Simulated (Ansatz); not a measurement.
A run of Ansatz (development build ahead of 0.2.0) on singlet NaH₂O(+) at this shape:

```yaml
atoms:
  - { symbol: Na, position_ang: [0.0000, 0.0000, -1.1859] }
  - { symbol: O, position_ang: [0.0000, 0.0000, 1.1764] }
  - { symbol: H, position_ang: [0.0000, 0.8248, 1.8168] }
  - { symbol: H, position_ang: [0.0000, -0.8248, 1.8168] }
```

Its results:

```json
{
  "Converged": "yes",
  "Reference energy": "-237.72845 hartree",
  "Correlation energy": "-0.21119 hartree",
  "Total energy": "-237.93964 hartree",
  "Spin squared of the determinant": "0.000"
}
```

Question: Which input gives this output? Name the method, the orbitals and the basis set, and write the input.

Answer: RHF-MP2 in cc-pVDZ. An unrestricted run that stays on the closed shell gives the same numbers.

```yaml
crystal:
  periodic: [false, false, false]
  atoms:
    - { symbol: Na, position_ang: [0.0, 0.0, -1.18592] }
    - { symbol: O, position_ang: [0.0, 0.0, 1.17643] }
    - { symbol: H, position_ang: [0.0, 0.82477, 1.81682] }
    - { symbol: H, position_ang: [0.0, -0.82477, 1.81682] }
basis:
  gaussian: { orbitals: cc-pVDZ }
total_charge: 1
hamiltonian:
  xc: hf
correlation:
  method: mp2
  frozen_orbitals: { H: 0, Na: 1, O: 1 }
```
